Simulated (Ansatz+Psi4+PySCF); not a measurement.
**singlet H₂O: levels of theory in one basis**

```yaml
atoms:
  - { symbol: O, position_ang: [0.0000, 0.0000, 0.1171] }
  - { symbol: H, position_ang: [0.0000, 0.7567, -0.4686] }
  - { symbol: H, position_ang: [0.0000, -0.7567, -0.4686] }
```

Basis set: cc-pVTZ (spherical functions). Left uncorrelated: 1 orbital. Charge 0, multiplicity 1.

Computed with Ansatz (development build ahead of 0.2.0) and Psi4 1.11; each method stands on the lowest determinant of its kind that the runs found.

| method | E − E(RHF) (eV) | <S²> of the determinant |
| --- | --- | --- |
| RHF | 0.00 | 0.00 |
| RHF-CCSD | -7.28 | – |
| RHF-CCSD(T) | -7.48 | – |

(1) What does RHF-MP2 give on the same scale?

Results:

(1) -7.11 eV.
